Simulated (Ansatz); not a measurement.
# C₂H₄FN: vertical ionisation energy

An exercise on one series of results from a longer session: the logs are not shown, and one member is left open.

The runs use Ansatz 0.2.0, Gaussian basis; unrestricted cation, the program's frozen cores in correlated methods.

Plan: UKS PBE-D4/def2-TZVPP; UKS r2SCAN-D4/def2-TZVPP; UKS PBE0-D4/def2-TZVPP; UKS B3LYP-D4/def2-TZVPP; UKS wB97X-V/def2-TZVPP; UKS wB97M-V/def2-TZVPP; UKS B2PLYP/def2-TZVPP; UHF-CCSD(T)/def2-TZVPP; UHF-MP2/def2-QZVPP; extrapolation to the limit; then −ε(HOMO) from the neutral's earlier runs with LDA (SPW92), PBE-D4, revPBE-D4, BLYP-D4, r2SCAN-D4, B97M-V, PBE0-D4, B3LYP-D4, r2SCANh-D4, r2SCAN0-D4, HSE06-D4, BHLYP-D4, CAM-B3LYP-D4, LC-ωPBE, ωB97X-V, ωB97M-V.

**The relaxed structure**

All runs share one geometry, relaxed beforehand with PBE0-D4 in a triple-zeta def2 set.

SMILES `C/N=C\F`, 8 atoms, charge 0, spin multiplicity 1.

Atoms are counted from 1 here; the program's logs count them from 0.

Bond lengths: C1–N2 1.443 Å, C1–H5 1.093 Å, C1–H6 1.092 Å, C1–H7 1.092 Å, N2–C3 1.239 Å, C3–F4 1.349 Å, C3–H8 1.086 Å. Angles: N2–C1–H5 114.5°, N2–C1–H6 108.4°, N2–C1–H7 108.4°, H5–C1–H6 109.1°, H5–C1–H7 109.2°, H6–C1–H7 106.8°, C1–N2–C3 121.5°, N2–C3–F4 125.3°, N2–C3–H8 124.0°, F4–C3–H8 110.7°.

Geometry (Å):

```xyz
8

C    -0.0607    0.9982   -0.2736
N     0.5540   -0.0170    0.5466
C     0.2335   -1.2093    0.4485
F    -0.6922   -1.7001   -0.4013
H    -0.7985    0.6209   -0.9859
H    -0.5380    1.7300    0.3823
H     0.7258    1.5265   -0.8169
H     0.6683   -2.0064    1.0443
```

The first run:

The input, in.yaml:

```yaml
crystal:
  periodic: [false, false, false]
  atoms:
    - {symbol: C, position_ang: [-0.060742, 0.998246, -0.273558]}
    - {symbol: N, position_ang: [0.554016, -0.016982, 0.546624]}
    - {symbol: C, position_ang: [0.233525, -1.209306, 0.448503]}
    - {symbol: F, position_ang: [-0.692210, -1.700137, -0.401314]}
    - {symbol: H, position_ang: [-0.798538, 0.620878, -0.985888]}
    - {symbol: H, position_ang: [-0.537983, 1.730019, 0.382346]}
    - {symbol: H, position_ang: [0.725834, 1.526511, -0.816913]}
    - {symbol: H, position_ang: [0.668300, -2.006429, 1.044301]}
basis:
  gaussian: {orbitals: def2-TZVPP}
total_charge: 1
magnetization: {spin_polarized: true, initial_magnetization: 1}
hamiltonian: {xc: pbe, dispersion: d4}
```

Started as:

```sh
$ ansatz run in.yaml --threads 2 --pin off --events-out ev --progress --plain --max-ram 4352MiB
```

Among the steps run: Cation, UKS PBE-D4/def2-TZVPP; Cation, UKS r2SCAN-D4/def2-TZVPP; Cation, UKS PBE0-D4/def2-TZVPP; Cation, UKS B3LYP-D4/def2-TZVPP; Cation, UKS wB97X-V/def2-TZVPP; Cation, UKS wB97M-V/def2-TZVPP; Cation, UKS B2PLYP (frozen core)/def2-TZVPP; Cation, UHF-CCSD(T)/def2-TZVPP; Cation, UHF-MP2/def2-QZVPP.

One of the session's tables, all rows but one given; the rest of the session is left out.

It belongs to the step «Ionisation energies side by side». Orbital estimates, from the neutral's runs:

```
  functional  −ε(HOMO) (eV)
 LDA (SPW92)           6.62
      PBE-D4           6.51
   revPBE-D4           6.46
     BLYP-D4           6.42
   r2SCAN-D4           6.85
      B97M-V           7.03
     PBE0-D4           8.07
    B3LYP-D4           7.83
  r2SCANh-D4           7.43
  r2SCAN0-D4           8.30
    HSE06-D4           7.66
    BHLYP-D4           9.57
CAM-B3LYP-D4           9.53
     LC-ωPBE              ?
     ωB97X-V          10.54
     ωB97M-V          10.46
```

**Question.** Estimate the row for LC-ωPBE.

The run gave: −ε(HOMO) (eV): 10.87. In the column «−ε(HOMO) (eV)» it is the highest.
